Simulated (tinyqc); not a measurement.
Worked calculation: extended Hueckel theory, for CH4. One step of it, computed by the program tinyqc.

Task: Wolfsberg-Helmholz matrix. H_ij = K' S_ij (H_ii + H_jj)/2 for i != j (the diagonal keeps H_ii), with K' = K + D^2 + D^4 (1 - K), D = (H_ii - H_jj)/(H_ii + H_jj), K = 1.75.

overlap S, lower triangle:
```
           1C 2s     1C 2px     1C 2py     1C 2pz     2H 1s     3H 1s     4H 1s     5H 1s
1C 2s   1.000000
1C 2px  0.000000   1.000000
1C 2py  0.000000   0.000000   1.000000
1C 2pz  0.000000   0.000000   0.000000   1.000000
2H 1s   0.517179   0.292108   0.292108   0.292108  1.000000
3H 1s   0.517179   0.292108  -0.292108  -0.292108  0.166495  1.000000
4H 1s   0.517179  -0.292108   0.292108  -0.292108  0.166495  0.166495  1.000000
5H 1s   0.517179  -0.292108  -0.292108   0.292108  0.166495  0.166495  0.166495  1.000000
```

diagonal H_ii (eV): 1C 2s -21.400000, 1C 2px -11.400000, 1C 2py -11.400000, 1C 2pz -11.400000, 2H 1s -13.600000, 3H 1s -13.600000, 4H 1s -13.600000, 5H 1s -13.600000

K = 1.750000

Give: H.

Result:

H (eV), lower triangle:
```
           1C 2s    1C 2px    1C 2py    1C 2pz     2H 1s     3H 1s     4H 1s     5H 1s
1C 2s   -21.4000
1C 2px    0.0000  -11.4000
1C 2py    0.0000    0.0000  -11.4000
1C 2pz    0.0000    0.0000    0.0000  -11.4000
2H 1s   -16.2714   -6.4180   -6.4180   -6.4180  -13.6000
3H 1s   -16.2714   -6.4180    6.4180    6.4180   -3.9626  -13.6000
4H 1s   -16.2714    6.4180   -6.4180    6.4180   -3.9626   -3.9626  -13.6000
5H 1s   -16.2714    6.4180    6.4180   -6.4180   -3.9626   -3.9626   -3.9626  -13.6000
```
